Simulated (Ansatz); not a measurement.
```yaml
atoms:
  - { symbol: N, position_ang: [-0.0054, -0.0382, 0.1233] }
  - { symbol: H, position_ang: [0.9568, 0.0336, -0.2979] }
  - { symbol: H, position_ang: [-0.4775, 0.8326, -0.2138] }
  - { symbol: H, position_ang: [-0.4656, -0.8483, -0.2409] }
```

RHF-MP2 on singlet NH₃ was run in several spherical basis sets with Ansatz (development build ahead of 0.2.0). Frozen core: 1 orbital.

Task: Rank the basis sets by the total energy that they give, lowest first, with the distance from the lowest.
A. 6-31G
B. cc-pVDZ
C. def2-SVP
D. STO-3G
E. aug-cc-pVDZ

Result: E (0.00 eV), B (0.63 eV), C (1.91 eV), A (3.45 eV), D (24.54 eV).

Totals follow the description of the cores as much as that of the bonds, so this order isn't one of quality for chemistry.
